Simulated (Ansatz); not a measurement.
What a trial cell of Be relaxes into

Theory: DFT r2SCAN, scalar-relativistic, plane waves, PAW in Ansatz. Cutoff 500 eV, Γ-centred k mesh, Gaussian smearing, no spin polarisation in the final step.

Be was placed on the lonsdaleite structure type (P6_3/mmc, No. 194), at a guessed volume.

```xyz
4
Lattice="2.8275 0.0000 0.0000 -1.4138 2.4487 0.0000 0.0000 0.0000 4.6655" Properties=species:S:1:pos:R:3 pbc="T T T"
Be    0.0000    1.6325    2.0411
Be    1.4138    0.8162    4.3739
Be    1.4138    0.8162    2.6243
Be    0.0000    1.6325    0.2916
```

Cell and atoms relax at zero pressure; the relaxation can't lower the symmetry of the start. After a coarse first stage the cell is made exact in the group found at 0.06 Å.

Energies count from the standard state of Be at the same level.

Describe the relaxed structure.

It ends in P6/mmm (No. 191). Conventional cell: a = 3.722 Å, c = 1.986 Å. Be is coordinated by 2 Be at 1.99 Å and 3 Be at 2.15 Å.

Space group P6/mmm (No. 191). a = 3.722 Å, b = 3.722 Å, c = 1.986 Å, α = 90.00°, β = 90.00°, γ = 120.00°
| atom | site | symmetry | x | y | z |
| --- | --- | --- | --- | --- | --- |
| Be | 2c | -6m2 | 0.3333 | 0.6667 | 0.0000 |

What are its volume, energy, density and gap?

The volume per atom is 11.91 Å³ and the density is 1.26 g/cm³. The energy over the standard structure is 0.97 eV/atom and the gap on the 18×18×28 mesh is 0 eV (a metal).

The final run used a 18×18×28 mesh on its 2-atom cell and 0.10 eV smearing. The k mesh leaves about 4 meV/atom of noise in metals. Symmetry constrained the relaxation, so the result can be a saddle point.